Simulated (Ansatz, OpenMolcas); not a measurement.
**How basis sets differ on C2H7Al (SMILES [CH3][AlH][CH3])**

C2H7Al: 10 atoms, total charge 0, spin state singlet. As SMILES, `[CH3][AlH][CH3]`. The shape is that of a PBE0-D4/def2-TZVP optimisation.

Quantity: the dipole moment, in D. The values are calculated.

```tsv
level	kind	program	value (D)	CPU time
HF/ANO-RCC-MB (DKH2)	Hartree–Fock	OpenMolcas	0.45	2.1 s
HF/STO-3G	Hartree–Fock	OpenMolcas	0.10	3.5 s
HF/3-21G	Hartree–Fock	OpenMolcas	0.60	3.9 s
HF/def2-SVP	Hartree–Fock	Ansatz	0.62	5.7 s
HF/6-311G** (Cartesian d past Ne)	Hartree–Fock	Ansatz	0.56	2.3 s
HF/def2-SVPD	Hartree–Fock	OpenMolcas	0.61	31 s
```

The values span 0.10 to 0.62 D. Magnitudes only. Sets without polarisation functions give poor dipoles. Without the sets that lack polarisation functions the rows with a basis span only 0.56 to 0.62 D. CPU times are rough (shared hosts, several kinds of processor and program).
